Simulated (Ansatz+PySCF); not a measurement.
# singlet LiF: levels of theory in one basis

```yaml
atoms:
  - { symbol: Li, position_ang: [0.0000, 0.0000, -1.7234] }
  - { symbol: F, position_ang: [0.0000, 0.0000, 0.5745] }
```

Basis set: cc-pVDZ (spherical functions). Correlated methods keep 1 orbital frozen. Charge 0, multiplicity 1.

Computed with Ansatz (development build ahead of 0.2.0); each method stands on the lowest determinant of its kind that the runs found. NEVPT2 correlates all electrons. Active spaces start from the frontier orbitals, and the lowest solution found is given.

| method | E − E(RHF) (eV) | <S²> of the determinant |
| --- | --- | --- |
| RHF | 0.00 | 0.00 |
| RHF-MP2 | -5.72 | – |
| RHF-CCSD | -5.72 | – |
| RHF-CCSD(T) | -5.81 | – |
| CASSCF(6,6) | -2.74 | – |
| SC-NEVPT2(2,2) | -5.84 | – |
| SC-NEVPT2(6,6) | -5.50 | – |

Task: What does CASSCF(2,2) give on the same scale?

Result: -0.52 eV.

Task: Is a single determinant a sound starting point here?

Result: Only with care. Unrestricted orbitals gain 0.00 eV and <S²> is 0.00 against 0.00 for a pure state, but bonds are stretched. The CASSCF(6,6) natural occupations are 1.98, 1.98, 1.97, 0.03, 0.02, 0.02. The CASSCF(2,2) natural occupations are 1.98, 0.02.

Caution for RHF-MP2, RHF-CCSD, RHF-CCSD(T): bonds are stretched, where a single reference can fail.
